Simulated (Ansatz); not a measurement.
# C3H4F2: one species, many methods

How much do the methods differ for C3H4F2? The plan is to run it at one geometry with functionals of several rungs and with coupled cluster. The yardstick is the atomisation energy at the CCSD(T) limit.

Program: Ansatz 0.2.0, Gaussian basis. Level of theory: functionals in def2-TZVPP, the program's frozen cores in correlated methods. These are calculated values, not measurements.

The runs, in order: PBE-D4, r2SCAN-D4, PBE0-D4, B3LYP-D4, ωB97X-V, ωB97M-V, B2PLYP; CCSD(T)/def2-TZVPP; CCSD(T)/def2-QZVPP; extrapolation to the limit.

## 1. The geometry

The geometry comes from an earlier relaxation with PBE0-D4 in a triple-zeta def2 set; it is a stationary point, not always the lowest conformer.

SMILES `F/C=C\CF`, 9 atoms, charge 0, spin multiplicity 1.

Atoms are counted from 1 here; the program's logs count them from 0.

Bond lengths: F1–C2 1.336 Å, C2–C3 1.320 Å, C2–H6 1.084 Å, C3–C4 1.485 Å, C3–H7 1.084 Å, C4–F5 1.387 Å, C4–H8 1.091 Å, C4–H9 1.095 Å. Angles: F1–C2–C3 122.6°, F1–C2–H6 112.2°, C3–C2–H6 125.2°, C2–C3–C4 124.9°, C2–C3–H7 117.2°, C4–C3–H7 118.0°, C3–C4–F5 109.9°, C3–C4–H8 111.5°, C3–C4–H9 111.0°, F5–C4–H8 108.2°, F5–C4–H9 107.0°, H8–C4–H9 109.1°.

Coordinates:

```mol
C3H4F2
  3D, bonds by distance, orders not assigned

  9  8  0  0  0  0  0  0  0  0999 V2000
   -1.5320    0.8460    1.0865 F   0  0
   -0.1969    0.7987    1.1099 C   0  0
    0.5070    0.1114    0.2293 C   0  0
   -0.0703   -0.6835   -0.8838 C   0  0
    0.4697   -0.2654   -2.0915 F   0  0
    0.2182    1.3750    1.9283 H   0  0
    1.5858    0.1318    0.3334 H   0  0
   -1.1544   -0.5686   -0.9370 H   0  0
    0.1729   -1.7456   -0.7752 H   0  0
  1  2  8  0
  2  3  8  0
  3  4  8  0
  4  5  8  0
  2  6  8  0
  3  7  8  0
  4  8  8  0
  4  9  8  0
M  END
```

## 2. PBE-D4 (GGA)

The input, in.yaml:

```yaml
crystal:
  periodic: [false, false, false]
  atoms:
    - {symbol: F, position_ang: [-1.531956, 0.846048, 1.086535]}
    - {symbol: C, position_ang: [-0.196887, 0.798726, 1.109895]}
    - {symbol: C, position_ang: [0.507010, 0.111393, 0.229305]}
    - {symbol: C, position_ang: [-0.070310, -0.683507, -0.883805]}
    - {symbol: F, position_ang: [0.469652, -0.265383, -2.091523]}
    - {symbol: H, position_ang: [0.218180, 1.375021, 1.928320]}
    - {symbol: H, position_ang: [1.585820, 0.131847, 0.333433]}
    - {symbol: H, position_ang: [-1.154403, -0.568593, -0.937011]}
    - {symbol: H, position_ang: [0.172895, -1.745551, -0.775159]}
basis:
  gaussian: {orbitals: def2-TZVPP}
hamiltonian: {xc: pbe, dispersion: d4}
output: {forces: true, orbitals: {seedname: orbitals}}
```

On the command line:

```bash
$ ansatz run in.yaml --threads 2 --pin off --events-out ev --progress --plain --max-ram 32768MiB --backend cpu
```

The runs that follow: r2SCAN-D4 (meta-GGA); PBE0-D4 (hybrid); B3LYP-D4 (hybrid); ωB97X-V (range-separated); ωB97M-V (range-separated); B2PLYP (double hybrid); CCSD(T) in def2-TZVPP; CCSD(T) in def2-QZVPP.

Before running them: what should the planned runs give, taken together? Wanted: atomisation energy, CCSD(T)/CBS; farthest; mean size of error, hybrid; mean size of error, range-separated; gap, smallest and largest; T1 diagnostic; triples share of the correlation energy.

As calculated:

```
                               quantity                                 value
        atomisation energy, CCSD(T)/CBS                        873.5 kcal/mol
functionals within 4.4 kcal/mol (0.5 %)            B3LYP-D4, ωB97X-V, ωB97M-V
                               farthest               PBE-D4 (+33.1 kcal/mol)
             mean size of error, hybrid                          5.4 kcal/mol
    mean size of error, range-separated                          3.4 kcal/mol
              gap, smallest and largest  5.44 eV (PBE-D4), 12.41 eV (ωB97X-V)
                          T1 diagnostic                                0.0118
triples share of the correlation energy                                 3.5 %
```

PBE-D4 misses by +33.1 kcal/mol. Double hybrids carry the basis error of their MP2 part in triple zeta, and no dispersion term here, so their miss is partly the set-up's. Misses under about 4.4 kcal/mol are within the doubt on the reference itself, which lacks core-valence correlation, relativity and higher excitations. Hartree-Fock recovers 72 % of the binding; the rest is correlation. The gap grows from 5.4 to 12.4 eV across the functionals, mostly with the share of exact exchange.
